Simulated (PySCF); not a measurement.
ammonia cation (H3N), SMILES N (connectivity only; charge and spin as stated), charge +1, multiplicity 2. Atoms are numbered in the order given.

```xyz
4

N      0.0000     0.0000     0.0000
H      1.0243     0.0000     0.0000
H     -0.5121    -0.8870     0.0000
H     -0.5121     0.8870     0.0000
```
Charge +1, spin multiplicity 2.

Geometry: r2SCAN-D4/def2-TZVPD. The spin state was assumed, not searched.

The numbers are results of B3LYP/pcH-1 in PySCF, not measurements.

Unrestricted Kohn–Sham, ⟨S²⟩ = 0.753. Hyperfine tensors hold the contact and dipolar terms, without spin-orbit corrections.

**Question.** Estimate the hyperfine couplings. (An estimate is asked for; the answer gives what the named calculation found.)

**Answer.** 
| nucleus | A(iso) (MHz) | A(iso) (G) | dipolar principal values (MHz) |
|---|---|---|---|
| 14N no. 1 | 45.3 | 16.1 | -49.9, -49.9, 99.8 |
| 1H no. 2 | -77.3 | -27.6 | -55.9, -14.2, 70.1 |
| 1H no. 3 | -77.3 | -27.6 | -55.9, -14.2, 70.1 |
| 1H no. 4 | -77.3 | -27.6 | -55.9, -14.2, 70.1 |

**Question.** And the g tensor (effective nuclear charges for spin-orbit coupling, GIAO)? (The exact figures need the calculation; the answer reports its results.)

**Answer.** principal values 2.0022, 2.0041, 2.0041; isotropic 2.0035.
